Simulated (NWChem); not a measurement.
System: C3H4, triplet; SMILES of the neutral closed-shell parent C#CC

Here is an NWChem input.

```
start job
memory heap 200 mb stack 900 mb global 1100 mb
geometry units angstroms noautoz
  C      0.080077    -1.145541     0.000000
  C     -0.480835     0.212905     0.000000
  C      0.096995     1.413632     0.000000
  H     -0.236908    -1.709558    -0.892637
  H     -0.236908    -1.709558     0.892637
  H      1.188369    -1.106439     0.000000
  H      1.174719     1.655660     0.000000
end
basis spherical
  C library def2-svp
  H library def2-svp
end
dft
  odft
  mult 3
  xc hfexch
  iterations 150
  mulliken
end
task dft energy
```

NWChem printed, in part:

```
             Northwest Computational Chemistry Package (NWChem) 7.3.0
             --------------------------------------------------------

 CS  symmetry detected

                             Geometry "geometry" -> ""
                             -------------------------

 Output coordinates in angstroms (scale by  1.889725989 to convert to a.u.)

  No.       Tag          Charge          X              Y              Z
 ---- ---------------- ---------- -------------- -------------- --------------
    1 C                    6.0000     0.10020135    -1.14448027     0.00000000
    2 C                    6.0000    -0.48805672     0.20234943     0.00000000
    3 C                    6.0000     0.06538276     1.41451178     0.00000000
    4 H                    1.0000    -0.20531739    -1.71478980    -0.89263700
    5 H                    1.0000    -0.20531739    -1.71478980     0.89263700
    6 H                    1.0000     1.20747644    -1.08298237     0.00000000
    7 H                    1.0000     1.13799400     1.67827629     0.00000000

 Effective nuclear repulsion energy (a.u.)      57.6329576523

      Symmetry information
      --------------------

 Group name             Cs
 Group number              2
 Group order               2
 No. of unique centers     6

  xc_inp: hfexch multiplicative factor not found.

                                 NWChem DFT Module
                                 -----------------

 Summary of "ao basis" -> "ao basis" (spherical)
 ------------------------------------------------------------------------------
       Tag                 Description            Shells   Functions and Types
 ---------------- ------------------------------  ------  ---------------------
 C                          def2-svp                 6       14   3s2p1d
 H                          def2-svp                 3        5   2s1p

      Symmetry analysis of basis
      --------------------------

        a'         43
        a"         19

            General Information
            -------------------
          SCF calculation type: DFT
          Wavefunction type:  spin polarized.
          No. of atoms     :     7
          No. of electrons :    22
           Alpha electrons :    12
            Beta electrons :    10
          Charge           :     0
          Spin multiplicity:     3
          Use of symmetry is: on ; symmetry adaption is: on
          Maximum number of iterations: 150
          AO basis - number of functions:    62
                     number of shells:    30
          Convergence on energy requested:  1.00D-06
          Convergence on density requested:  1.00D-05
          Convergence on gradient requested:  5.00D-04

              XC Information
              --------------
                     Hartree-Fock (Exact) Exchange  1.000

      Superposition of Atomic Density Guess
      -------------------------------------

 Sum of atomic energies:        -114.87154762

      Non-variational initial energy
      ------------------------------

 Total energy =    -116.307453
 1-e energy   =    -266.639987
 2-e energy   =      92.699577
 HOMO         =      -0.264600
 LUMO         =      -0.108121

   Symmetry analysis of molecular orbitals - initial alpha
   -------------------------------------------------------

  Numbering of irreducible representations:

     1 a'          2 a"

  Orbital symmetries:

     1 a'          2 a'          3 a'          4 a'          5 a'
     6 a'          7 a"          8 a'          9 a'         10 a"
    11 a'         12 a'         13 a"         14 a'         15 a'
    16 a'         17 a"         18 a'         19 a'         20 a'
    21 a'         22 a"

   Symmetry analysis of molecular orbitals - initial beta
   ------------------------------------------------------

  Numbering of irreducible representations:

     1 a'          2 a"

  Orbital symmetries:

     1 a'          2 a'          3 a'          4 a'          5 a'
     6 a'          7 a"          8 a'          9 a'         10 a"
    11 a'         12 a'         13 a"         14 a'         15 a'
    16 a'         17 a"         18 a'         19 a'         20 a'
    21 a'         22 a"

     ---------------------------------------------
      Total Density - Mulliken Population Analysis
     ---------------------------------------------

    Atom       Charge   Shell Charges
 -----------   ------   -------------------------------------------------------
    1 C    6     6.16   1.99  0.96  0.15  2.01  1.04  0.02
    2 C    6     6.12   1.99  1.02  0.41  1.71  0.96  0.04
    3 C    6     6.19   1.99  1.02  0.41  1.71  1.02  0.03
    4 H    1     0.87   0.65  0.20  0.02
    5 H    1     0.87   0.65  0.20  0.02
    6 H    1     0.88   0.63  0.22  0.02
    7 H    1     0.90   0.64  0.23  0.03

     --------------------------------------------
      Spin Density - Mulliken Population Analysis
     --------------------------------------------

    Atom       Charge   Shell Charges
 -----------   ------   -------------------------------------------------------
    1 C    6     0.09   0.00  0.02 -0.03  0.08  0.02  0.01
    2 C    6     0.80   0.00  0.04  0.10  0.41  0.24  0.01
    3 C    6     0.85   0.00  0.06  0.06  0.43  0.29  0.01
    4 H    1     0.02   0.01  0.01  0.00
    5 H    1     0.02   0.01  0.01  0.00
    6 H    1     0.10   0.05  0.05  0.00
    7 H    1     0.12   0.07  0.05  0.00

   convergence    iter        energy       DeltaE   RMS-Dens  Diis-err
 ---------------- ----- ----------------- --------- --------- ---------
 d= 0,ls=0.0,diis     1   -115.6071605211 -1.73D+02  8.39D-03  5.13D-02
                                                     3.23D-03  5.99D-02
 d= 0,ls=0.0,diis     2   -115.6677502738 -6.06D-02  4.95D-03  7.38D-03
                                                     1.62D-03  8.44D-03
 d= 0,ls=0.0,diis     3   -115.6791688991 -1.14D-02  1.00D-03  4.03D-04
                                                     4.86D-04  1.18D-03
 d= 0,ls=0.0,diis     4   -115.6801981793 -1.03D-03  5.43D-04  1.81D-04
                                                     2.51D-04  1.80D-04
 d= 0,ls=0.0,diis     5   -115.6804698814 -2.72D-04  2.09D-04  2.35D-05
                                                     1.39D-04  3.60D-05
  Resetting Diis
 d= 0,ls=0.0,diis     6   -115.6805219957 -5.21D-05  7.25D-05  4.97D-06
                                                     5.88D-05  5.21D-06
 d= 0,ls=0.0,diis     7   -115.6805310587 -9.06D-06  2.03D-05  7.79D-07
                                                     2.22D-05  1.71D-06
 d= 0,ls=0.0,diis     8   -115.6805335359 -2.48D-06  2.10D-05  9.23D-07
                                                     1.78D-05  6.98D-07
 d= 0,ls=0.0,diis     9   -115.6805356959 -2.16D-06  3.50D-05  5.26D-07
                                                     3.48D-05  7.98D-07
 d= 0,ls=0.0,diis    10   -115.6805393597 -3.66D-06  3.66D-05  5.58D-07
                                                     3.47D-05  5.33D-07
 d= 0,ls=0.0,diis    11   -115.6805430466 -3.69D-06  9.36D-05  5.05D-07
                                                     9.01D-05  5.20D-07
 d= 0,ls=0.0,diis    12   -115.6805520700 -9.02D-06  5.12D-04  4.42D-07
                                                     4.94D-04  4.37D-07
 d= 0,ls=0.0,diis    13   -115.6805872567 -3.52D-05  2.49D-04  1.53D-07
                                                     2.40D-04  1.10D-07
 d= 0,ls=0.0,diis    14   -115.6805939783 -6.72D-06  3.15D-05  3.09D-08
                                                     2.92D-05  2.10D-08
 d= 0,ls=0.0,diis    15   -115.6805942568 -2.78D-07  5.86D-05  4.19D-09
                                                     5.72D-05  5.53D-09
 d= 0,ls=0.0,diis    16   -115.6805943872 -1.30D-07  1.79D-05  1.13D-09
                                                     1.73D-05  9.51D-10
 d= 0,ls=0.0,diis    17   -115.6805944021 -1.49D-08  2.67D-06  8.56D-11
                                                     2.67D-06  7.24D-11

         Total DFT energy =     -115.680594402082
      One electron energy =     -268.614308080328
           Coulomb energy =      112.170141570912
    Exchange-Corr. energy =      -16.869385545009
 Nuclear repulsion energy =       57.632957652343

 Numeric. integr. density =        0.000000000000

                  Occupations of the irreducible representations
                  ----------------------------------------------

                     irrep           alpha         beta
                     --------     --------     --------
                     a'               10.0          8.0
                     a"                2.0          2.0

                    DFT Final Alpha Molecular Orbital Analysis
                    ------------------------------------------

 Vector   10  Occ=1.000000D+00  E=-4.885773D-01  Symmetry=a'
              MO Center= -6.2D-02,  3.5D-01, -1.3D-16, r^2= 2.8D+00
   Bfn.  Coefficient  Atom+Function         Bfn.  Coefficient  Atom+Function
  ----- ------------  ---------------      ----- ------------  ---------------
    33      0.396443  3 C  py                18     -0.305128  2 C  px
    53      0.224611  6 H  s                 36      0.205960  3 C  py
     4      0.193475  1 C  px                21     -0.185800  2 C  px
    32     -0.185809  3 C  px                31      0.180032  3 C  s
     5      0.141897  1 C  py                19     -0.141894  2 C  py

[...]
```

Level: UHF/def2-SVP. In the optimisation the excess spin sits in a' (Cs, its own frame). Coordinates come from a PBE0/def2-SVP, spin-unrestricted optimisation. The spin multiplicity was typed, not searched, and may not be the lowest. No stability test was run on the SCF state.
